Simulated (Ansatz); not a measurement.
Reaction (isomerisation): `C=NO` → `NC=O`

Computed with Ansatz on PBE0-D4/def2-TZVP structures; ΔE is electronic, products minus reactants. CCSD(T)/CBS is frozen-core, at the limit of the def2 triple- and quadruple-zeta sets. Functionals use def2-TZVPP. One conformer a species, not always the lowest.

`C=NO`:

Z-matrix (Å, degrees):
```
C
N 1 1.263
H 1 1.089 2 122.7
H 1 1.083 2 116.5 3 180.0
O 2 1.378 1 112.0 3 0.0
H 5 0.961 2 103.2 1 180.0
```

`NC=O`:

Cartesian coordinates in Å:
```
N 0.342 -0.427 0.423
C -0.329 0.407 -0.400
O -1.401 0.905 -0.156
H -0.060 -0.669 1.314
H 1.232 -0.810 0.164
H 0.216 0.594 -1.345
```

(1) Is it downhill or uphill in electronic energy at CCSD(T)/CBS, and by how much? (An estimate is asked.)

(2) What do these levels give: revPBE-D4, r2SCAN, CCSD(T)/def2-TZVPP, HF/CBS(def2), MP2/cc-pV(D+d)Z, CCSD/cc-pV(Q+d)Z? (Estimate.)

Largest T1 diagnostic among the species: 0.016.

## Answers

(1) Computed: Downhill: ΔE = -212.7 kJ/mol.

(2) The calculation gave: revPBE-D4 -209.3, r2SCAN -220.8, CCSD(T)/def2-TZVPP -209.9, HF/CBS(def2) -238.6, MP2/cc-pV(D+d)Z -218.9, CCSD/cc-pV(Q+d)Z -215.1 kJ/mol.

From PBE to PBE0 (25 % exact exchange), in def2-TZVPP and without D4, ΔE moves by −9.3 kJ/mol. In def2-TZVPP, CCSD(T) changes the Hartree–Fock value by +28.2 kJ/mol (the triples alone add +3.4 kJ/mol) and MP2 by +12.6 kJ/mol.
